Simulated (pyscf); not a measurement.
## Multi-bond step: silane (SiH₄) + hydrogen fluoride (HF) + hydrogen fluoride (HF) → F–SiH₃ + hydrogen (H₂) + hydrogen fluoride (HF)

Gas phase, singlet surface, charge 0. Bonds broken: Si1–H2, H6–F7, H8–F9. Bonds formed: Si1–F7, H2–H8, H6–F9. Single points on ωB97X-D3(BJ)/def2-SVP structures (PySCF, gas phase).

Transition state (Å):

```xyz
9

Si    -1.1276    -0.8178    -0.2578
H     -0.7534     0.3802     0.8666
H     -0.3075    -2.0183    -0.5662
H     -2.1676    -0.3490    -1.2059
H     -1.9306    -1.3004     0.9232
H      0.1667     1.2488    -0.9301
F      0.2038     0.1196    -1.2553
H     -0.5403     1.1993     0.4456
F     -0.1075     2.0968    -0.2728
```

One imaginary mode, 1211i cm⁻¹; descent along it reached the two sides named, in the forms told below.

```csv
bond,change,reactant side (Å),saddle,product side
Si1–H2,breaks,1.502,1.685,3.4
H6–F7,breaks,0.935,1.176,1.750
H8–F9,breaks,0.934,1.228,2.276
Si1–F7,forms,3.0,1.910,1.652
H2–H8,forms,1.699,0.945,0.761
H6–F9,forms,1.715,1.107,0.932
```

Electronic energies relative to the separated reactants (kcal/mol):

```json
[
 {"level": "ωB97X-D3(BJ)/def2-TZVP", "barrier": "22.6", "reaction energy": "-26.0", "reverse barrier": "48.5"},
 {"level": "PBE/def2-TZVP", "barrier": "13.3", "reaction energy": "-24.5", "reverse barrier": "37.9"},
 {"level": "r²SCAN/def2-TZVP", "barrier": "14.9", "reaction energy": "-27.3", "reverse barrier": "42.2"},
 {"level": "B3LYP-D3(BJ)/def2-TZVP", "barrier": "20.1", "reaction energy": "-26.6", "reverse barrier": "46.7"},
 {"level": "PBE0-D3(BJ)/def2-TZVP", "barrier": "18.8", "reaction energy": "-23.9", "reverse barrier": "42.7"},
 {"level": "M06-2X/def2-TZVP", "barrier": "21.9", "reaction energy": "-28.3", "reverse barrier": "50.3"},
 {"level": "ωB97M-D3(BJ)/def2-TZVP", "barrier": "22.1", "reaction energy": "-25.9", "reverse barrier": "48.0"},
 {"level": "HF/def2-TZVP", "barrier": "49.4", "reaction energy": "-26.0", "reverse barrier": "75.5"}
]
```

With ωB97M-D3(BJ)/def2-TZVP energies and thermal terms (ideal gas, 1 atm, RRHO with modes under 100 cm⁻¹ raised to 100, one conformer, R ln 2 for chiral ones without a mode under 150 cm⁻¹), in kcal/mol:

```
T (K)   ΔH‡   ΔG‡     ΔH     ΔG
-----  ----  ----  -----  -----
298    21.8  39.7  -27.8  -27.1
600    21.2  58.2  -27.3  -26.6
900    21.9  76.6  -27.0  -26.3
1200   23.2  94.6  -26.7  -26.2
```

On the reactant side the descent ends in a bound adduct, 8.6 kcal/mol under the separated species and 31.2 kcal/mol under the saddle at ωB97X-D3(BJ)/def2-TZVP. On the product side the descent ends in a complex (not fully relaxed), 5.7 kcal/mol under the separated species and 54.2 kcal/mol under the saddle at ωB97X-D3(BJ)/def2-TZVP. This is the saddle that the search found; another between the same sides may lie lower.
